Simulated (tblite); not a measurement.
Species: C4H3FO.
SMILES: `FC1=COC=C1`

Level: GFN2-xTB in tblite, geometry and Hessian alike; calculated harmonic values, unscaled, isolated species. Against measured fundamentals such values can be off by several per cent, at times by over 20.

Harmonic wavenumbers (cm⁻¹): 313.0, 376.6, 596.6, 610.3, 631.1, 740.5, 780.6, 828.6, 847.4, 996.8, 1032.8, 1062.9, 1144.9, 1228.3, 1249.1, 1383.6, 1493.0, 1611.1, 3176.4, 3193.1, 3205.7.

A = 9454, B = 3487, C = 2547 MHz; mass 86.017 u (most abundant isotopes); point group Cs, symmetry number 1.

Question: Zero-point energy?

Answer: Half the sum of the wavenumbers: 13251 cm⁻¹ = 158.52 kJ/mol.

Question: Give the ideal-gas entropy at 200 K and 1 bar in the rigid-rotor, harmonic-oscillator model (classical rotation).

Answer: Translation 156.11, rotation 102.76, vibration 7.89: S = 266.8 J/(mol K).

Question: And Cp and H(200 K) − H(0)?

Answer: Cp = 54.34 J/(mol K), of which vibrations give 21.08 (their classical limit is 21 R = 174.6); H(200 K) − H(0) = 7.84 kJ/mol without the zero-point energy, 1.19 from vibrations.

Question: How do the functions run with temperature in this model?

Answer: 
```json
{"T (K)": "100", "S (J/(mol K))": "236.6", "Cp (J/(mol K))": "36.6", "H − H(0) (kJ/mol)": "3.39", "G − H(0) (kJ/mol)": "-20.27", "ln q(vib)": "0.02"}
{"T (K)": "300", "S (J/(mol K))": "293.3", "Cp (J/(mol K))": "78.4", "H − H(0) (kJ/mol)": "14.47", "G − H(0) (kJ/mol)": "-73.52", "ln q(vib)": "0.72"}
{"T (K)": "500", "S (J/(mol K))": "343.5", "Cp (J/(mol K))": "118.9", "H − H(0) (kJ/mol)": "34.49", "G − H(0) (kJ/mol)": "-137.29", "ln q(vib)": "2.22"}
{"T (K)": "800", "S (J/(mol K))": "407.7", "Cp (J/(mol K))": "152.7", "H − H(0) (kJ/mol)": "75.83", "G − H(0) (kJ/mol)": "-250.33", "ln q(vib)": "4.95"}
{"T (K)": "1000", "S (J/(mol K))": "443.3", "Cp (J/(mol K))": "165.7", "H − H(0) (kJ/mol)": "107.76", "G − H(0) (kJ/mol)": "-335.51", "ln q(vib)": "6.78"}
```

q(vib) and H(0) count from the zero-point level.

Question: Which modes carry the vibrational entropy at 200 K?

Answer: 313.0 cm⁻¹: 3.13; 376.6 cm⁻¹: 2.18; 596.6 cm⁻¹: 0.61; 610.3 cm⁻¹: 0.56; 631.1 cm⁻¹: 0.50; 740.5 cm⁻¹: 0.26 J/(mol K); the other 15 give 0.66 together.

Question: What must be added to the electronic energy to get the Gibbs energy at 200 K and 1 bar?

Answer: ZPE + [H(200 K) − H(0)] − T·S = 158.52 + 7.84 − 53.35 = 113.01 kJ/mol.
